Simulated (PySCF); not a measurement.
Compound: propargyl chloride, C3H3Cl.
Cartesian coordinates in Å at the PBE0-D3(BJ)/def2-TZVP level; atoms count from 1:
```xyz
7
C3H3Cl angstrom
C      1.6719   -0.4416    0.1927
C      0.5070   -0.1883    0.0648
C     -0.9001    0.0930   -0.0884
Cl    -1.2140    1.8341   -0.3627
H      2.7074   -0.6590    0.3077
H     -1.3145   -0.4405   -0.9434
H     -1.4544   -0.1892    0.8065
```

Level of theory: PBE0-D3(BJ)/def2-TZVP geometry optimisation, gas phase in PySCF 2.14.0.

Masses are those of the commonest isotopes; rigid-rotor values at the optimised geometry. 

Task: Give the principal moments of inertia and the rotational constants in GHz.

Result: Ia = 20.43, Ib = 163.87, Ic = 181.13 u·Å²; 505379 MHz·u·Å²/I gives 24743, 3084 and 2790 MHz, that is A = 24.743, B = 3.0840, C = 2.7902 GHz.

Task: Classify the top.

Result: A near-prolate asymmetric top: κ = (2 × 3084 − 24743 − 2790)/(24743 − 2790) = -0.97.

Task: Is it planar, by Δ = Ic − Ia − Ib?

Result: Not planar: Δ = Ic − Ia − Ib = -3.17 u·Å². For a rigid frame Δ = −2 Σ m c², so Σ m c² = 1.58 u·Å² lies off the ab plane, practically all of it from hydrogen. The atom farthest from that plane is 0.89 Å away.

Task: Where do the levels up to J = 5 lie, in MHz?

Result: Above 0(0,0):
J = 1: 1(0,1) 5874, 1(1,1) 27533, 1(1,0) 27827
J = 2: 2(0,2) 17620, 2(1,2) 38988, 2(1,1) 39869, 2(2,1) 104846, 2(2,0) 104849
J = 3: 3(0,3) 35230, 3(1,3) 56168, 3(1,2) 57931, 3(2,2) 122468, 3(2,1) 122483, 3(3,1) 231499, 3(3,0) 231499
J = 4: 4(0,4) 58698, 4(1,4) 79071, 4(1,3) 82009, 4(2,3) 145963, 4(2,2) 146007, 4(3,2) 255002, 4(3,1) 255002, 4(4,1) 407637, 4(4,0) 407637
J = 5: 5(0,5) 88009, 5(1,5) 107695, 5(1,4) 112101, 5(2,4) 175327, 5(2,3) 175431, 5(3,3) 284383, 5(3,2) 284383, 5(4,2) 437014, 5(4,1) 437014, 5(5,1) 633260, 5(5,0) 633260

Task: Which types of transition are allowed, and where do some lines up to J = 3 fall?

Result: The dipole components are |μa| = 1.19 D, |μb| = 1.17 D, |μc| = 0.00 D; the mirror of this Cs structure is the ab plane, so μc vanishes by symmetry and there are no c-type lines. The squared components, which scale the intensities, stand as 1.00 : 0.96 (a : b). Some lines, for components of 0.1 D or more:

```tsv
type	branch	J(Ka,Kc)	MHz	lower level (cm⁻¹)
a	Q	3(1,2) ← 3(1,3)	1763	1.874
a	R	2(1,2) ← 1(1,1)	11455	0.918
a	R	2(1,1) ← 1(1,0)	12042	0.928
a	R	3(1,3) ← 2(1,2)	17180	1.300
a	R	3(0,3) ← 2(0,2)	17611	0.588
a	R	3(2,2) ← 2(2,1)	17623	3.497
a	R	3(2,1) ← 2(2,0)	17634	3.497
b	Q	1(1,0) ← 1(0,1)	21953	0.196
b	Q	2(1,1) ← 2(0,2)	22249	0.588
b	Q	3(1,2) ← 3(0,3)	22700	1.175
b	R	3(1,3) ← 2(0,2)	38548	0.588
b	Q	3(2,1) ← 3(1,2)	64553	1.932
b	Q	2(2,0) ← 2(1,1)	64980	1.330
b	Q	2(2,1) ← 2(1,2)	65858	1.300
b	Q	3(2,2) ← 3(1,3)	66301	1.874
b	R	2(2,1) ← 1(1,0)	77019	0.928
b	R	2(2,0) ← 1(1,1)	77316	0.918
b	R	3(2,2) ← 2(1,1)	82599	1.330
b	R	3(2,1) ← 2(1,2)	83495	1.300
b	Q	3(3,1) ← 3(2,2)	109031	4.085
b	R	3(3,0) ← 2(2,1)	126653	3.497
```

No PBE0-D3(BJ)/def2-TZVP frequencies stand behind this structure, so it isn't proved a minimum. Constants of a rigid frame at the computed geometry: no zero-point averaging, no centrifugal distortion. Quadrupole hyperfine structure (35Cl) is left out.
